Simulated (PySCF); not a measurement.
Method: PBE-D3(BJ)/def2-TZVP // TPSS-D3(BJ)/def2-SVP (PySCF 2.14.0). Gas-phase values, no solvent. 

Reference species (SMILES): `COC` (neutral, multiplicity 1).

| Property | Value |
|---|---|
| HOMO–LUMO gap | 6.36 eV |
| dipole moment | 1.12 D |

Changed species: `N(C)(C)C` (free ligand N(CH3)3; the reference has free ligand O(CH3)2).

Question: Give the shifts of the HOMO–LUMO gap and dipole moment.

Answer: the HOMO–LUMO gap falls by 1.26 eV, to 5.10 eV; the dipole moment decreases by 0.75 D, to 0.37 D.
